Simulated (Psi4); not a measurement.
# singlet [AlH2O2]−: TDHF/6-311G(d) (density fitting, save jk yes)

Wanted: the vertical excitations of singlet [AlH2O2]−. Input form: a Python script.

The calculation is run with Psi4 1.11.

1 further run of the same task is left out (set aside as unsound or not needed).

### 1 The molecule

[AlH2O2]− has 5 atoms, charge -1, and is taken as a singlet. As SMILES of the parent species, `[OH][Al][OH]`. The coordinates come from a PBE0-D4/def2-TZVP relaxation. This is one conformer, not always the lowest. That shape belongs to the parent species and isn't relaxed for this state.

Bond lengths: O1–Al2 1.696 Å, Al2–O3 1.703 Å, O1–H4 0.958 Å, O3–H5 0.956 Å. Angles: O1–Al2–O3 119.0°, Al2–O1–H4 122.5°, Al2–O3–H5 123.1°.

### 2 The vertical excitations at TDHF/6-311G(d) (density fitting, save jk yes)

alh2o2.py

```python
import psi4

psi4.set_memory(1600000000)
psi4.set_num_threads(1)
psi4.core.set_output_file('run.log', False)

molecule = psi4.geometry("""
-1 1
O     -1.573500    -0.324600    -0.237500
Al     0.018500    -0.825100     0.065000
O      1.249400     0.348300     0.160000
H     -1.809700     0.595800    -0.359200
H      2.165100     0.131800     0.330400
units angstrom
symmetry c1
no_reorient
no_com
""")

psi4.set_options(dict(basis='6-311G*', reference='uhf', scf_type='df', save_jk=True))

from psi4.driver.procrouting.response.scf_response import tdscf_excitations
e_tot, wfn = psi4.energy('hf', molecule=molecule, return_wfn=True)
states = tdscf_excitations(wfn, states=5, tda=False)
for k, s in enumerate(states, 1):
    print(f"root {k}: {s['EXCITATION ENERGY'] * 27.211386:.4f} eV  f = {s['OSCILLATOR STRENGTH (LEN)']:.4f}  {s['SYMMETRY']}")
print(f'hf energy: {e_tot:.10f} Eh')
```

Run with:

```sh
python alh2o2.py
```

**Question.** What will come out? Wanted: ground-state or mean-field energy; HOMO energy; LUMO energy; HOMO–LUMO gap; lowest excitation energy.

**Answer.** As computed:

At TDHF/6-311G* (density fitting, save jk yes):

```
                                             quantity          value
                    ground-state or mean-field energy  -392.90051 Eh
                  HOMO energy (Hartree–Fock orbitals)       -0.26 eV
                  LUMO energy (Hartree–Fock orbitals)        6.67 eV
HOMO–LUMO gap (to an unbound level, set by the basis)        6.92 eV
                             lowest excitation energy        2.19 eV
```

What this shows: The brightest of the 5 transitions from the ground state lies at 3.32 eV (374 nm, f = 0.249); the lowest, at 2.19 eV, has f = 0.000. For an anion, states without diffuse functions may be basis-held continuum.
